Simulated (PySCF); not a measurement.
Breaking a bond: SMILES O. The O1–H3 bond (O1 also carries H; H3 carries nothing else) is pulled apart rigidly from the PBE0/def2-TZVP optimised geometry. Each curve is given relative to its own lowest point near equilibrium.

```
R / Å      A      B      C
-----  -----  -----  -----
0.71   335.4  303.6  342.9
0.77   169.8  145.6  175.3
0.81    99.1   79.9  103.3
0.86    42.6   29.8   45.5
0.90    16.6    8.8   18.4
0.92     8.5    3.3    9.8
0.96     0.1    0.0    0.7
1.00     0.0    5.1    0.0
1.01     1.0    7.4    0.9
1.05     8.5   20.1    7.9
1.11    27.2   46.9   26.5
1.18    56.4   85.8   55.9
1.28   104.4  148.8  105.1
1.45   188.5  260.9  191.1
1.60   253.5  356.2  258.4
1.72   296.1  427.4  303.0
1.92   350.2  534.8  358.5
2.10   384.0  618.8  390.6
2.35   409.0  717.0  415.5
2.59   417.1  793.7  427.0
2.89   419.8  869.7  433.2
3.34   420.8  951.6  436.1
```

Energies in kJ/mol.

### Question
Match the curves with the methods SC-NEVPT2 on CASSCF(2,2)/6-31G, all electrons correlated in PySCF; RHF/6-31G (PySCF); PySCF 2.14.0 with CCSD(T) on UHF/6-31G, 1 core orbital frozen.

### Answer
A is UCCSD(T); B is RHF; C is NEVPT2.

The unrestricted determinant behind UCCSD(T) is spin-contaminated at 1.45 to 3.34 Å (<S²> up to 1.0, against 0.00 for a pure singlet). The restricted form behind RHF keeps the bonding electrons paired and can't separate into open-shell fragments.
